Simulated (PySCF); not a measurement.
Gas-phase reaction: SiF2(OH)2 + 2 H3SiOH + SiO2 = 2 SiO(OH)2 + 2 SiH3F

Energies from PySCF, thermal terms from the rigid-rotor harmonic-oscillator model, ideal gas at 1 bar. † marks an energy on the PBE0/def2-TZVP geometry and frequencies. CCSD(T) freezes the core. All species are closed-shell singlets. B3LYP is the form with VWN-RPA correlation. No R ln 2 is added for the mirror-image form of SiF2(OH)2. SiF2(OH)2, H3SiOH, SiO(OH)2: computed as isolated molecules; such fragments, hydroxides, amides, oligomers or adducts are transient or little studied in the gas. CCSD(T) isn't extrapolated to the basis-set limit; its ΔH°(298 K) is 12.7 kJ in def2-SVP and -3.1 kJ in def2-TZVPP. The harmonic model lacks anharmonicity and excited electronic states, which grow with temperature; levels with a mode under 35 cm⁻¹ are left out. Internal rotation in SiF2(OH)2, H3SiOH, SiO(OH)2 is treated as a harmonic vibration of one conformer, which makes the entropy rough. Warning, large T1 diagnostic: SiO2 (CCSD(T)/def2-SVP†).

```tsv
level	ΔE electronic, kJ	ΔH°(298 K), kJ	ΔS°(298 K), J/K	ΔG°(1000 K), kJ
B3LYP/def2-TZVP†	-16	-14	-12	2
CCSD(T)/def2-SVP†	11	13	-12	29
M06-2X/def2-TZVP†	-17	-15	-12	1
PBE0/def2-SVP†	-3	-1	-12	16
ωB97M-V/def2-TZVP†	-16	-14	-12	2
ωB97X-V/def2-TZVP†	-18	-16	-12	1
```
ΔH° is lowest at ωB97X-V/def2-TZVP† and highest at CCSD(T)/def2-SVP†. No reference value is set beside these.
